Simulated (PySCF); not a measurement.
**Computed spin Hamiltonian**

Species: C₂H₄Si (triplet state).
Structure used (GFN2-xTB), in Å, numbered top down from 1:
```xyz
7
C2H4Si angstrom
C     -0.9413    0.3505   -0.0498
C     -0.0635   -0.6623    0.0950
Si     1.7189   -0.4346    0.4478
H     -0.6448    1.3823    0.0354
H     -1.9821    0.1683   -0.2582
H     -0.4278   -1.6775   -0.0029
H      2.3440    0.8782    0.6051
```

The hyperfine couplings belong to this conformer and change with its torsions.

The species is `C=C[SiH]` [triplet].

Computed with UKS B3LYP, pcH-1 on C H Si, non-relativistic, mean-field spin-orbit, GIAO in PySCF 2.14.0. Isolated species at its GFN2-xTB geometry (one conformer only). This triplet need not be the ground state; the singlet was not compared here. A GFN2-xTB geometry isn't a minimum of the functional, and hyperfine couplings can be far from their values at a DFT geometry, by a factor of two or more for some ions and for spin on atoms past the first row.

```json
{"g1, g2, g3": "2.00142, 2.00296, 2.00309", "g_iso": "2.00249", "Form of g": "close to axial: the two nearest values differ by 8 % of g3 − g1", "⟨S²⟩": "2.0143 (exact 2.0000)", "α and β electrons": "16, 14", "Total energy": "-368.00604 Eh"}
```

Hyperfine couplings atom by atom, in MHz; T1 to T3 are the principal values of the dipolar part; ρ(0) is the spin density at the nucleus:

```
atom  isotope   a_iso  of which spin–orbit     T1     T2    T3  Mulliken spin population  ρ(0) (bohr⁻³)
  C1      13C    30.7                  0.0  -14.3  -11.0  25.3                      0.35         0.0547
  C2      13C    22.9                  0.0  -14.1    0.7  13.4                     -0.13         0.0408
 Si3     29Si  -403.6                  1.1  -52.4  -32.0  84.4                      1.74         0.9107
  H4       1H    -7.3                  0.0   -4.0   -2.2   6.2                     -0.02        -0.0033
  H5       1H     2.3                  0.0   -7.2   -1.0   8.2                      0.00         0.0010
  H6       1H    -0.3                  0.0   -4.1   -1.4   5.5                      0.00        -0.0001
  H7       1H    82.1                  0.0   -5.6   -1.6   7.2                      0.06         0.0367
```

Largest spin populations (Mulliken): Si3 (+1.74), C1 (+0.35) and C2 (-0.13). The positive populations add up to 2.15 and the negative ones to -0.15, together 2S = 2.

Axes: g2 is normal to the molecular plane and g3 points within 7° of the C1–C2 bond.

The 13C coupling of C1 (30.7 MHz) shows only in satellite lines or after enrichment, since that isotope makes up about 1.07 % of natural carbon.

The 29Si coupling of Si3 (-403.6 MHz) shows only in satellite lines or after enrichment, since that isotope makes up about 4.7 % of natural silicon.

β density exceeds α density at some nuclei, such as H4 (-0.0033), spin density in bohr⁻³. In a single determinant that takes different orbitals for the two spins, that is spin polarisation.
